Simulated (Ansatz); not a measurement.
## Relative stability

Two relaxed structures of CH₃OS, doublet (PBE0-D4/def2-TZVP; forces vanish, vibrations not checked).

A:

```csv
atom,x (Å),y (Å),z (Å)
O1,-1.2798,-0.2668,-0.2965
C2,-0.0630,0.2690,-0.5300
S3,1.3550,-0.3383,0.2327
H4,-1.1579,-1.0904,0.1914
H5,-0.0910,1.2071,-1.0651
H6,1.2368,0.2195,1.4675
```

B:

| atom | x (Å) | y (Å) | z (Å) |
| --- | --- | --- | --- |
| O1 | -1.6680 | 0.6744 | -0.3309 |
| C2 | -0.8149 | 0.3552 | -1.0670 |
| S3 | 1.8781 | -0.1223 | 0.7579 |
| H4 | 1.3534 | -1.3407 | 0.5569 |
| H5 | -0.1092 | 1.0562 | -1.5843 |
| H6 | 0.9612 | 0.1770 | 1.6908 |

Ansatz 0.2.0; basis: def2-TZVPP; cores frozen in the correlated methods; orbitals are unrestricted. B3LYP uses VWN-RPA correlation.

**Question.** Which structure is lower at CCSD(T), and by how much? (An estimate is asked for; the value comes from the calculation.)

**Answer.** The calculation gives: A, by 7.83 kcal/mol (electronic energy, against the other). By their contacts, A is CH₃OS ([OH][CH][SH]) and B is a complex of CHO ([CH][O]) + H₂S.

All methods give the same order:

| method | E(B) − E(A) (kcal/mol) |
| --- | --- |
| PBE-D4 | 12.96 |
| r2SCAN-D4 | 13.49 |
| PBE0-D4 | 15.21 |
| B3LYP-D4 | 9.22 |
| wB97M-V | 10.77 |
| HF | 6.17 |
| MP2 | 7.98 |
| CCSD | 8.34 |
| CCSD(T) | 7.83 |

The T1 diagnostic stays at or below 0.019. ⟨S²⟩ of the unrestricted Hartree–Fock references: 0.76 to 0.77 (a pure state has 0.75).

Labels in which every atom is bracketed show which atoms are joined, not bond orders.

For scale, one of the runs: CCSD(T)/def2-TZVPP, 146 basis functions, launched by `ansatz run in.yaml --threads 2 --pin off --events-out ev --progress --plain --max-ram 4352MiB`. Hardware: 2 CPU threads of an Intel Xeon 6975P-C, shared host. Wall time 25 s; peak host memory 2.3 GiB.
